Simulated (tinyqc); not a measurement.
Geometry optimisation on the UHF/sto-3g surface (energies and gradients from PySCF), for H2O, spin multiplicity 3, step by step. Computed by tinyqc, a small Python program that keeps every step (integrals from PySCF). Settings: charge = 0, multiplicity = 3, basis = sto-3g, optimiser = bfgs, first Hessian = 1.0, largest step = 0.1, iteration cap = 30. Command: `OMP_NUM_THREADS=1 python tinyqc.py 27211 27212 out.jsonl` (the two numbers bound the seeds that draw the settings). One thread of a shared host (Intel(R) Xeon(R) Processor @ 2.60GHz), about 2 s of CPU time with the checks.

## Step 1: energy and gradient

positions at the start (bohr):
```
            x          y          z
1O  -0.051023   0.007559  -0.088817
2H  -0.018897   1.683746   0.956201
3H   0.056692  -1.664849   1.022342
```

Self-consistent energy and analytic gradient at these positions.

energy = -74.67939681 hartree

gradient (hartree/bohr):
```
              x            y            z
1O   0.00854453  -0.05330589   0.11418175
2H   0.00032214  -0.12735773  -0.03682249
3H  -0.00886667   0.18066362  -0.07735925
```

## Step 1: move

Quasi-Newton step p = -H^(-1) g (first H = 1 times the unit matrix); steps longer than 0.1 bohr are cut back (factor 0.372 here).

positions after step 1 (bohr):
```
            x          y          z
1O  -0.054202   0.027393  -0.131302
2H  -0.019017   1.731134   0.969902
3H   0.059991  -1.732071   1.051126
```

## Step 2: energy and gradient

As before.

energy = -74.70383580 hartree

gradient (hartree/bohr):
```
              x            y            z
1O   0.00792143  -0.13252037   0.07858908
2H   0.00130023  -0.04186360   0.00630095
3H  -0.00922166   0.17438397  -0.08489004
```

## Step 2: move

inverse Hessian in use (bohr^2/hartree), lower triangle:
```
           1          2          3          4          5          6          7          8
1   1.008690
2  -0.109381   2.026540
3   0.098029  -1.348751   2.068097
4   0.000993  -0.008272   0.012581   1.000062
5  -0.078941   1.314737  -0.785114  -0.012886   1.422597
6  -0.010606   0.303904  -0.063729  -0.003265  -0.059924   0.930022
7  -0.009683   0.117653  -0.110610  -0.001055   0.091827   0.013871   1.010738
8   0.188322  -2.341277   2.133864   0.021158  -1.737334  -0.243980  -0.209480   5.078612
9  -0.087423   1.044847  -1.004368  -0.009316   0.845037   0.133707   0.096738  -1.889884

          9
9  1.870661
```

Quasi-Newton step p = -H^(-1) g (the inverse Hessian comes from BFGS updates; coordinates in the order x, y, z of each atom); steps longer than 0.1 bohr are cut back (factor 0.044 here).

positions after step 2 (bohr):
```
            x          y          z
1O  -0.057459   0.068301  -0.168074
2H  -0.019388   1.760803   0.973921
3H   0.063619  -1.802649   1.083879
```

## Step 3: energy and gradient

As before.

energy = -74.72859493 hartree

gradient (hartree/bohr):
```
              x            y            z
1O   0.00790546  -0.18179207   0.06217673
2H   0.00160404   0.01812369   0.03066484
3H  -0.00950951   0.16366838  -0.09284157
```

## Step 3: move

inverse Hessian in use (bohr^2/hartree), lower triangle:
```
           1          2          3          4          5          6          7          8
1   1.032378
2  -0.429661   6.335046
3   0.357980  -4.870642   4.918405
4   0.002979  -0.035813   0.034155   1.000208
5  -0.224738   3.353282  -2.362997  -0.023011   2.113240
6  -0.027833   0.548355  -0.248988  -0.004349   0.010658   0.936472
7  -0.035357   0.465474  -0.392134  -0.003187   0.247749   0.032182   1.038544
8   0.654399  -8.688328   7.233640   0.058824  -4.466522  -0.559013  -0.713223  14.154851
9  -0.330147   4.322288  -3.669418  -0.029805   2.352339   0.312515   0.359952  -6.674627

          9
9  4.356902
```

Quasi-Newton step p = -H^(-1) g (the inverse Hessian comes from BFGS updates; coordinates in the order x, y, z of each atom); steps longer than 0.1 bohr are cut back (factor 0.014 here).

positions after step 3 (bohr):
```
            x          y          z
1O  -0.060868   0.113543  -0.205756
2H  -0.019700   1.784375   0.976844
3H   0.067340  -1.871463   1.118637
```

## Convergence

Stop when the largest gradient component is below 3e-5 hartree/bohr. The inverse Hessian follows the BFGS update with s = step, y = change of gradient.

Course of the optimisation:
```
step   E (hartree)  largest gradient (hartree/bohr)
1     -74.67939681                         1.81e-01
2     -74.70383580                         1.74e-01
3     -74.72859493                         1.82e-01
4     -74.75119635                         1.72e-01
5     -74.76966770                         1.48e-01
6     -74.78421455                         1.25e-01
7     -74.79555995                         1.04e-01
8     -74.80440857                         8.51e-02
9     -74.81130533                         6.82e-02
10    -74.81663565                         5.25e-02
11    -74.82067734                         3.81e-02
12    -74.82365628                         2.50e-02
13    -74.82578484                         1.36e-02
14    -74.82727650                         8.68e-03
15    -74.82833486                         1.14e-02
16    -74.82912432                         1.25e-02
17    -74.82974612                         1.20e-02
18    -74.83024307                         1.01e-02
19    -74.83062612                         7.25e-03
20    -74.83090111                         4.03e-03
21    -74.83108232                         9.25e-04
22    -74.83119331                         2.17e-03
23    -74.83126173                         3.82e-03
24    -74.83131158                         4.55e-03
25    -74.83135508                         4.30e-03
26    -74.83139288                         3.32e-03
27    -74.83142086                         2.05e-03
28    -74.83143816                         1.03e-03
29    -74.83144839                         4.94e-04
30    -74.83145487                         3.66e-04
```

Distances after the last move, whose energy is not in the table (angstrom):
```
pair   distance
2H-1O  1.014333
3H-1O  3.181465
3H-2H  3.350815
```

Not converged within 30 steps: the energy falls at every step, but slowly. Reruns: method bfgs, first Hessian 0.6, largest step 0.3: converged in 24 (E = -74.83147).
